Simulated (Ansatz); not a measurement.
**Counterpoise correction, worked out**

The pair of NH3 (SMILES N, atoms 1–4) and N2 (SMILES N#N, atoms 5–6), both closed shells, in one local arrangement (a lower one may exist), relaxed at PBE0-D4/def2-TZVP:

```
6
angstrom
N 0.1293 0.1222 -1.0655
H -0.5578 -0.4778 -0.6258
H -0.3698 0.7271 -1.7061
H 0.7293 -0.4721 -1.6242
N 0.3764 0.3685 2.7909
N -0.3075 -0.2679 2.2308
```

Ansatz 0.2.0; basis: def2-TZVPPD; cores frozen in the correlated methods.

CCSD(T) total energies in eV:

| system | geometry | basis functions | energy |
| --- | --- | --- | --- |
| pair | pair | all | -4513.23865 |
| NH3 | as in the pair | all (partner as ghosts) | -1536.86384 |
| N2 | as in the pair | all (partner as ghosts) | -2976.34854 |
| NH3 | as in the pair | its own | -1536.86070 |
| N2 | as in the pair | its own | -2976.34315 |
| NH3 | free (PBE0-D4 minimum) | its own | -1536.86072 |
| N2 | free (PBE0-D4 minimum) | its own | -2976.34374 |

Work out the interaction energy with and without the counterpoise correction, the superposition error, and the binding energy from the relaxed fragments.

Without correction: -4513.23865 − (-1536.86070) − (-2976.34315) = -0.03480 eV.
With correction (each fragment in the whole basis): -4513.23865 − (-1536.86384) − (-2976.34854) = -0.02627 eV = -0.61 kcal/mol.
The superposition error is the difference, 0.00853 eV, 25 % of the uncorrected value: each fragment borrows its partner's functions.
Deformation from the free shapes: 0.00002 eV for NH3 and 0.00059 eV for N2.
Binding energy from relaxed fragments: -0.02627 + 0.00002 + 0.00059 = -0.02566 eV = -0.59 kcal/mol (electronic, without zero-point energy; negative means bound). For comparison, the corrected interaction energy by CCSD(T) at an estimated basis limit (MP2 extrapolated from triple and quadruple zeta, plus CCSD(T) − MP2 in triple zeta) is -0.029 eV.

T1 diagnostic: at most 0.014.

For scale, one of the runs: CCSD(T)/def2-TZVPPD, 162 basis functions, launched by `ansatz run in.yaml --threads 2 --pin off --events-out ev --progress --plain --max-ram 5222MiB`. Time: 16 s of wall clock on 2 CPU threads of an Intel Xeon Platinum 8375C; the host was shared. Peak host memory: 1.3 GiB.
